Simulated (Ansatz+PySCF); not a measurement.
Results of a calculation; reference values are marked as such.
## Several solutions for singlet NaCl in separate pieces

```xyz
2

Na    0.0000    0.0000   -4.2592
Cl    0.0000    0.0000    2.7560
```

Basis set: cc-pVDZ (spherical functions). Charge 0, multiplicity 1.

PBE0 (unrestricted) was run from several starts with Ansatz (development build ahead of 0.2.0) and PySCF 2.14.0.

```
run  program                                start  converged  energy (hartree)  <S²>
  A    PySCF                     program defaults         no                 –     –
  B    PySCF  guess minao, instabilities followed        yes        -622.19321  0.53
  C   Ansatz              atomic start, no search        yes        -622.19322  0.53
  D   Ansatz              stability test followed        yes        -622.19322  0.53
  E   Ansatz          search for the lowest state        yes        -622.19322  0.53
```

(1) Which runs reached the lowest solution of this kind, and what is wrong with the others?

Results:

(1) B, C, D, E reached the lowest solution found. Not converged: A. Caution: charge can spread falsely over distant fragments. Caution: the unrestricted determinant is spin contaminated.
